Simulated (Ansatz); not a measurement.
**BH$_{4}$⁺, singlet: reading a ladder of total energies**

All five atoms lie in one plane.

Geometry: a point of a breathe scan, not a stationary point.

```yaml
atoms:
  - { symbol: B, position_ang: [0.0000, 0.0000, 0.0000] }
  - { symbol: H, position_ang: [-0.0369, 2.0407, 2.0133] }
  - { symbol: H, position_ang: [-0.0505, -2.0136, 2.0401] }
  - { symbol: H, position_ang: [0.0505, 2.0136, -2.0401] }
  - { symbol: H, position_ang: [0.0369, -2.0407, -2.0133] }
```

Basis cc-pVDZ; Ansatz 0.2.0. Only valence electrons are correlated (noble-gas cores frozen), which leaves 6 electrons in 33 orbitals. Prefix R: restricted or restricted open-shell reference.

Full CI is exact within this basis and frozen core; it isn't the basis-set limit.

Runs differ by some tens of microhartree through their thresholds, so steps under 0.03 kcal/mol mean nothing.

```json
{"level": "RHF", "total energy (hartree)": "-25.874505"}
{"level": "RMP2", "total energy (hartree)": "-26.170592"}
{"level": "RCCSD*", "total energy (hartree)": "-26.290690"}
{"level": "RCCSD(T)*", "total energy (hartree)": "-26.312054"}
{"level": "RCCSDT*", "total energy (hartree)": "-26.300808"}
{"level": "RCCSDT(Q)*", "total energy (hartree)": "-26.291754"}
{"level": "full CI", "total energy (hartree)": "-26.299344"}
```

Task: What is the correlation energy at full CI, and what share of it do RMP2 and RCCSD recover?

Result: E(corr) = -26.299344 − (-25.874505) = -0.424839 hartree = -11.560 eV. RMP2: -0.296087 / -0.424839 = 69.69 %. RCCSD: -0.416185 / -0.424839 = 97.96 %.

Task: By how many kcal/mol does RCCSD(T) miss full CI (1 hartree = 627.509 kcal/mol), and which steps make up the rest?

Result: -26.312054 − (-26.299344) = -0.012710 hartree = -7.98 kcal/mol. Steps: RCCSDT − RCCSD(T) = 7.06, RCCSDT(Q) − RCCSDT = 5.68, full CI − RCCSDT(Q) = -4.76 kcal/mol. With more than one leading determinant such errors change with state and geometry, and needn't cancel in differences.

An asterisk marks runs whose energy the program itself flagged as in doubt.
